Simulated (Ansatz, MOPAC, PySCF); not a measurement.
Species: methylaminoboronic acid, CH6BNO2, net charge 0, singlet state. SMILES: OB(O)NC
Coordinates optimised at B3LYP-D3(BJ)/def2-TZVP (Ansatz, a first-principles code):
```xyz
11

C      1.8389     0.7209     0.1206
N      0.7835    -0.2076     0.4795
B     -0.5420    -0.2111    -0.0376
O     -1.4826    -1.1421     0.3431
O     -0.9883     0.7192    -0.9466
H      2.5563     0.8204     0.9364
H      2.3904     0.4209    -0.7780
H      1.4271     1.7180    -0.0527
H      1.0872    -0.9676     1.0641
H     -1.1868    -1.7562     1.0181
H     -0.3154     1.3310    -1.2519
```
Charge 0, spin multiplicity 1.

AM1 beside other levels, property by property. Terms: each state is the SCF solution reached for its charge and spin; six Cartesian d functions in 6-31G* and its kin unless marked 5d; open shells spin-unrestricted; non-relativistic; valence correlation only; no dispersion term unless named; no spin-orbit coupling. CBS(X,Y): correlation extrapolated as X^-3; Hartree-Fock from the larger set. [CCSD(T)-MP2]/basis is that difference in the basis named. First-principles rows: single points at B3LYP-D3(BJ) geometries (Ansatz), with unscaled harmonic terms from B3LYP/6-31G* (Ansatz) at its own minima, enthalpies of formation by atomisation with measured atoms. Semi-empirical rows: MOPAC heats of formation at their own minima for 298 K; differences of heats of formation at the shared geometry for vertical values.

Coupled cluster (Ansatz) is a level with limits of its own, used here on species with T1 under 0.025 (0.045 for open shells) and stable references: (a) RI-MP2/CBS(aug-cc-pVTZ,aug-cc-pVQZ)+[CCSD(T)-MP2]/aug-cc-pVTZ; (b) CCSD(T)/CBS(aug-cc-pVTZ,aug-cc-pVQZ); (c) CCSD(T)/CBS(cc-pVTZ,cc-pVQZ).

```csv
property,AM1 (MOPAC),PBE/6-31G* (Ansatz),M06-2X/6-31G* (5d) (PySCF),wB97M-V/def2-TZVPD (Ansatz),to compare with
"B-O bond dissociation enthalpy at 298 K, to CN[B]O + [OH] (HO) (kcal/mol)",119.7,139.5,142.5,141.3,141.5 coupled cluster (c)
"B-N bond dissociation enthalpy at 298 K, to O[B]O + C[NH] (CH4N) (kcal/mol)",102.6,117.9,125.7,125.0,125.0 coupled cluster (a)
"H-N bond dissociation enthalpy at 298 K, to C[N]B(O)O + H atom (kcal/mol)",92.6,95.9,101.4,103.9,106.2 coupled cluster (c)
vertical ionisation energy to the doublet (eV),9.22,8.85,9.53,9.58,9.76 coupled cluster (a)
enthalpy of formation at 298 K (kcal/mol),-181.8,-187.4,-168.5,-178.7,-175.2 coupled cluster (b)
```

As the rows show:
- B-O bond dissociation enthalpy at 298 K, to CN[B]O + [OH] (HO): AM1 lies 21.8 kcal/mol below coupled cluster.
- B-N bond dissociation enthalpy at 298 K, to O[B]O + C[NH] (CH4N): AM1 lies 22.4 kcal/mol below coupled cluster.
- H-N bond dissociation enthalpy at 298 K, to C[N]B(O)O + H atom: AM1 lies 13.6 kcal/mol below coupled cluster.
- vertical ionisation energy to the doublet: AM1 lies 0.54 eV below coupled cluster.
- enthalpy of formation at 298 K: AM1 lies 6.6 kcal/mol below coupled cluster.

The properties are those with a value to compare with, at most eight drawn at random. No case is left out for the size of its miss. Left out are saddle points of the reference geometry, anions that the best level run finds unbound, excited spin states, species near biochemistry, 298 K rows of species without real B3LYP wavenumbers, cases with under five habitual levels, runs that failed or that the program found above a lower state of the same kind, table entries that another table contradicts, and a share of species set aside by lot.
